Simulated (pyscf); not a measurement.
`[CH3][SiH]([Cl])[Cl]` + `[H]` [doublet] → `[CH2][SiH]([Cl])[Cl]` [doublet] + `[H][H]` (hydrogen abstraction; doublet surface; C–H broken, H–H formed). Optimised with ωB97X-D3(BJ)/def2-SVP in PySCF. Energies in eV from the separated reactants.

```csv
level,barrier,reaction energy
ωB97X-D3(BJ)/def2-TZVP,…,+0.06
PBE/def2-TZVP,0.34,+0.08
r²SCAN/def2-TZVP,0.27,-0.12
B3LYP-D3(BJ)/def2-TZVP,…,…
M06-2X/def2-TZVP,0.60,+0.02
HF/def2-TZVP,1.00,-0.06
```

Task: Fill in the missing entries.

Result: 
- ωB97X-D3(BJ)/def2-TZVP, barrier: 0.54
- B3LYP-D3(BJ)/def2-TZVP, barrier: 0.31
- B3LYP-D3(BJ)/def2-TZVP, reaction energy: -0.10

The functionals in the table span 0.32 eV in this barrier, from r²SCAN to M06-2X. The same reactants have a lower exit, to H₃C–Si•(Cl)–Cl + H₂ (barrier +0.21 eV at ωB97M-D3(BJ), against +0.54 eV here). •H₂C–SiH(Cl)–Cl lies 0.52 eV over its isomer H₃C–Si•(Cl)–Cl (electronic energy, ωB97M-D3(BJ)). One saddle was located; it need not be the lowest between these sides. The angle at the transferred H is 177°.
